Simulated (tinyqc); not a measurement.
Worked calculation: UHF in the sto-3g basis, for OH-, spin multiplicity 1. The basis has no diffuse functions, so it cannot describe the extra electron: this is an exercise in the method, not the real anion. This run ends on a higher stationary point, not on the lowest solution. One step of it, computed by the program tinyqc.

Task: Orthogonalisation. S = U s U^T; symmetric (Loewdin) form X = U s^(-1/2) U^T, so that X^T S X = 1.

overlap S, order 1O 1s, 1O 2s, 1O 2px, 1O 2py, 1O 2pz, 2H 1s:
$$\begin{pmatrix}
1.000000 & 0.236704 & 0.000000 & 0.000000 & 0.000000 & 0.005776 \\
0.236704 & 1.000000 & 0.000000 & 0.000000 & 0.000000 & 0.086131 \\
0.000000 & 0.000000 & 1.000000 & 0.000000 & 0.000000 & 0.000000 \\
0.000000 & 0.000000 & 0.000000 & 1.000000 & 0.000000 & 0.000000 \\
0.000000 & 0.000000 & 0.000000 & 0.000000 & 1.000000 & 0.094184 \\
0.005776 & 0.086131 & 0.000000 & 0.000000 & 0.094184 & 1.000000
\end{pmatrix}$$

Give: eigenvalues of S; X.

Result:

eigenvalues of S: [0.7478, 0.9102, 1.0000, 1.0000, 1.0856, 1.2563]

X, order 1O 1s, 1O 2s, 1O 2px, 1O 2py, 1O 2pz, 2H 1s:
$$\begin{pmatrix}
1.0220 & -0.1231 & 0.0000 & 0.0000 & -0.0004 & 0.0050 \\
-0.1231 & 1.0249 & 0.0000 & 0.0000 & 0.0032 & -0.0446 \\
0.0000 & 0.0000 & 1.0000 & 0.0000 & 0.0000 & 0.0000 \\
0.0000 & 0.0000 & 0.0000 & 1.0000 & 0.0000 & 0.0000 \\
-0.0004 & 0.0032 & 0.0000 & 0.0000 & 1.0034 & -0.0476 \\
0.0050 & -0.0446 & 0.0000 & 0.0000 & -0.0476 & 1.0062
\end{pmatrix}$$
